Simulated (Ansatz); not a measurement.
Working through a composite energy at a relaxed geometry of BH₅O, SMILES [BH3-][OH2+]

With Ansatz 0.2.0 through its Python package.

Contents of `bh5o.xyz`:
```text
7

B    -0.21600   -0.48300   -0.22700
O     0.31210    0.50720    0.73040
H     0.20980   -1.50750   -0.11860
H    -1.36190   -0.53350   -0.04710
H    -0.08420   -0.06430   -1.37480
H    -0.09230    1.40400    0.51780
H     1.29380    0.60910    0.47350
```

Typed at the interpreter:
```pycon
>>> import itertools
>>> import ansatz as az
>>> from ase.data import atomic_numbers, covalent_radii
>>> import numpy as np
>>> BASIS = "def2-SVP"
>>> XC = "b3lyp"
>>> mol = az.Crystal.molecule_from_extxyz("bh5o.xyz")
>>> base = mol.calculation().basis(gaussian=BASIS).functional(XC)
>>> symbols = [site.symbol for site in mol.cartesian_sites]
>>> start = np.array([site.position_ang for site in mol.cartesian_sites], dtype=float)
>>> data = base.relax(force_tolerance=0.01).run(threads=1, pin="off").report
>>> end = np.array(data["positions_ang"])
>>> # pairs closer than 1.2 times the sum of covalent radii, before or after
>>> radius = [covalent_radii[atomic_numbers[s]] for s in symbols]
>>> span = lambda where, i, j: np.linalg.norm(where[i] - where[j])
>>> bonded = [(i, j) for i, j in itertools.combinations(range(len(symbols)), 2) if min(span(start, i, j), span(end, i, j)) < 1.2 * (radius[i] + radius[j])]
>>> print("pair        before    after (A)")
pair        before    after (A)
>>> for i, j in bonded:
...     print(f"{symbols[i]}{i}-{symbols[j]}{j}".ljust(10), f"{span(start, i, j):8.4f} {span(end, i, j):8.4f}")
...
B0-O1        1.4751   1.7029
B0-H2        1.1147   1.2143
B0-H3        1.1610   1.2144
B0-H4        1.2289   1.2205
O1-H5        1.0065   0.9699
O1-H6        1.0199   0.9699
>>> minimum = az.Crystal.molecule()
>>> for symbol, place in zip(symbols, end):
...     minimum = minimum.atom(symbol, place.tolist())
...
>>> at_minimum = minimum.calculation()
>>> # MP2 extrapolated to the basis limit, plus the small-basis difference CCSD(T) - MP2
>>> level = lambda method, basis: at_minimum.basis(gaussian=basis).correlation(method).run(threads=1, pin="off").report
>>> small, large, cluster = level("mp2", "cc-pVDZ"), level("mp2", "cc-pVTZ"), level("ccsd_t", "cc-pVDZ")
>>> corr = lambda each: (each["free_energy_ev"] - each["reference_energy_ev"]) / 27.211386246
>>> mp2_limit = (27 * corr(large) - 8 * corr(small)) / 19
>>> pieces = {"HF / cc-pVTZ": large["reference_energy_ev"] / 27.211386246, "MP2 correlation, DZ-TZ limit": mp2_limit, "CCSD(T) - MP2 / cc-pVDZ": corr(cluster) - corr(small)}
>>> for name, value in pieces.items():
...     print(f"{name:32s} {value:14.6f} Ha")
...
HF / cc-pVTZ                        -102.467695 Ha
MP2 correlation, DZ-TZ limit          -0.425460 Ha
CCSD(T) - MP2 / cc-pVDZ               -0.037062 Ha
>>> print(f"{'sum':32s} {sum(pieces.values()):14.6f} Ha")
sum                                 -102.930216 Ha
>>> print("T1 diagnostic", round(cluster["correlation"]["coupled_cluster"]["t1_diagnostic"], 4))
T1 diagnostic 0.0086
```

What to keep in mind:
- Total energies depend on the basis set; only differences at equal settings carry meaning.
- The sum leaves out core correlation, relativity, the Hartree-Fock basis error and zero-point energy; a DZ-TZ extrapolation is rough.
- b3lyp holds the VWN-RPA fit, as in Gaussian; the form of ORCA and Turbomole is b3lyp5.
- Inner cores stay frozen, so this is valence correlation.
- An extrapolation from small basis sets is rough.
- The whole script took 12 s on 1 thread of Arm Neoverse V1, on a shared host, peak memory 0.24 GiB.
